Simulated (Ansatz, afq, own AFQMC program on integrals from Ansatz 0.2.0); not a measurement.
AFQMC on a folder of integrals that Ansatz 0.2.0 wrote.

```yaml
crystal:
  periodic: [false, false, false]
  atoms:
    - {symbol: Al, position_ang: [-1.815632, 0.000000, 0.000000]}
    - {symbol: H, position_ang: [-2.608556, 1.373384, 0.000000]}
    - {symbol: H, position_ang: [-2.608556, -1.373384, 0.000000]}
    - {symbol: H, position_ang: [0.061368, 0.000000, 0.000000]}
    - {symbol: Cl, position_ang: [1.528368, 0.000000, 0.000000]}
basis:
  gaussian: {orbitals: cc-pVTZ}
magnetization: {spin_polarized: true, initial_magnetization: 1}
correlation: {method: ccsd_t, electrons: outside_noble_gas, hamiltonian_folder: ham}
```

```sh
$ ansatz run in.yaml --threads 1 --pin off --events-out ev --progress --plain --max-ram 16896MiB --backend cuda --devices 0, --max-vram 18GiB
```

Options of the walk:

```
--method phaseless --trial cisd --walkers 900 --populations 20 --least-time 60 --time-step 0.005 --steps-per-block 50 --equilibration-blocks 28 --max-blocks 4000 --target-error 0.00021 --factor-cut 1e-05 --start spin_pure --seed 2 --release-times 0.24,0.51,0.99,1.62,2.4 --release-step 0.03 --release-every 3 --taylor-order 6
```

Times are imaginary, in 1/Eh. The walk had a cap of 231 s. With eight or more populations the least sampling time is a fifth of least-time, and the error comes from their spread.

Log:

```
orbitals 100  electrons 7 6  factors 630 of 645
reference energy -703.12390361 Eh
CCSD correlation -0.31996176 Eh in 11 cycles, weight of the determinant in the CISD state 0.8630
energy of the start -703.442735 Eh
 block  time / (1/Eh)  mean weight  energy / Eh
     1     0.250  1.0005  -703.438286
     2     0.500  0.9995  -703.442204
     3     0.750  1.0000  -703.445315
     4     1.000  0.9996  -703.448550
     5     1.250  0.9996  -703.451584
     7     1.750  0.9996  -703.453008
     9     2.250  0.9998  -703.455951
    13     3.250  0.9994  -703.455819
    19     4.750  0.9998  -703.453619
    25     6.250  1.0000  -703.455642
    31     7.750  0.9995  -703.456082
    37     9.250  1.0000  -703.456796
    43    10.750  0.9992  -703.455124
    49    12.250  0.9996  -703.457837
    55    13.750  1.0008  -703.455862
    61    15.250  0.9997  -703.455918
    67    16.750  1.0001  -703.454236
    73    18.250  1.0000  -703.457536
    79    19.750  0.9996  -703.454025
    85    21.250  0.9999  -703.453475
    91    22.750  0.9999  -703.453095
    97    24.250  0.9991  -703.456720
   103    25.750  1.0000  -703.456946
   109    27.250  1.0001  -703.456293
   115    28.750  1.0003  -703.454480
   121    30.250  1.0002  -703.456411
   127    31.750  1.0001  -703.457280
   133    33.250  1.0002  -703.455066
   139    34.750  0.9998  -703.457375
   145    36.250  1.0001  -703.455745
   148    37.000  0.9996  -703.456504
error from the spread of 20 populations
released: time / (1/Eh)  energy / Eh  error  mean overlap
  0.24  -703.455958  0.000203  1.0010
  0.51  -703.456092  0.000167  1.0005
  0.99  -703.456261  0.000186  0.9915
  1.62  -703.456340  0.000253  0.9916
  2.40  -703.455758  0.000344  0.9956
energy -703.455896 +/- 0.000201 Eh
(rows thinned)
```

The run passed its tests (sampling time, drift between the halves within three errors, error under three times the target), which doesn't prove that it has relaxed.

Against this walk (error 5.5 meV) on the same determinant: CCSD(T) 34.0 meV higher. The error is statistical and leaves out the bias of the constraint. Released to 2.40 1/Eh the energy moves by 4 ± 11 meV (both errors), within twice the noise.

Cautions: constraint bias not in the error.

The walk took 3.1 min on 1 × NVIDIA H100 80GB HBM3 with 2 threads of AMD EPYC 7R13 Processor (Zen 3), on a shared host (the card was shared). The log's last line is the phaseless energy.

A walk keeps the symmetry of its determinant, which the program's search chose and which needn't be the lowest solution, so a lower state of the same spin and another symmetry isn't excluded.
